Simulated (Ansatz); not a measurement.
A made-up structure of CH$_{2}$NSi, doublet:

N1  (-1.200, -0.543, -0.183)
C2  (-0.099, -0.212, 0.122)
Si3  (1.561, 0.137, 0.796)
H4  (-1.664, -0.933, -0.987)
H5  (-0.769, -1.351, 0.267)
(Å)

It is relaxed with PBE-D4/def2-SVP and then PBE0-D4/def2-TZVP (Ansatz 0.2.0). Atoms count as bonded within 1.22 times the sum of their covalent radii (H–H: 0.88 Å). The end point is not checked to be a true minimum.

(1) Does its bonding change? (A judgement: the text doesn't fix the answer.)

## Answers

(1) The calculation gives: No: no bond forms or breaks.

Where it ends: The first stage lowers the energy by 3.12 eV in 8 steps. It ends as CH₂NSi ([NH2][C][Si]):
```xyz
5
angstrom
N -0.9821 -0.8712 -0.1652
C 0.1266 -0.2819 0.1757
Si 1.5647 0.4822 0.6177
H -1.5149 -0.5870 -0.9769
H -1.3658 -1.6434 0.3639
```

Labels in which every atom is bracketed show which atoms are joined, not bond orders.

For scale, one of the runs: PBE0-D4/def2-TZVP relaxation, 111 basis functions, launched by `ansatz run in.yaml --threads 2 --pin off --events-out ev --progress --plain --max-ram 4352MiB`. Hardware: 2 CPU threads of an AMD EPYC 7B13, shared host. Wall time about 15 s.
